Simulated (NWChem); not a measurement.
# C2H3F in NWChem

SMILES: C(F)=C
```xyz
6

C      1.1815    -0.1871     0.0000
C     -0.1259    -0.4075     0.0000
F     -1.0213     0.5743     0.0000
H      1.5823     0.8287     0.0000
H      1.8700    -1.0325     0.0000
H     -0.5944    -1.3973     0.0000
```
Charge 0, spin multiplicity 1.

Program: NWChem. The geometry was optimised at PBE0/def2-SVP, a minimum by its harmonic frequencies.

Symmetry labels belong to the abelian group Cs used in the runs, with the axes of the coordinates shown.

The structure started from a generated list of species.

Q: List the lowest 3 singlet excitations that TD-PBE/def2-SVPD gives, with oscillator strengths.

A: 
| state | symmetry | energy (eV) | wavelength (nm) | f |
|---|---|---|---|---|
| 1 | a" | 6.95 | 178 | 0.034 |
| 2 | a" | 7.51 | 165 | 0.008 |
| 3 | a' | 7.52 | 165 | 0.281 |
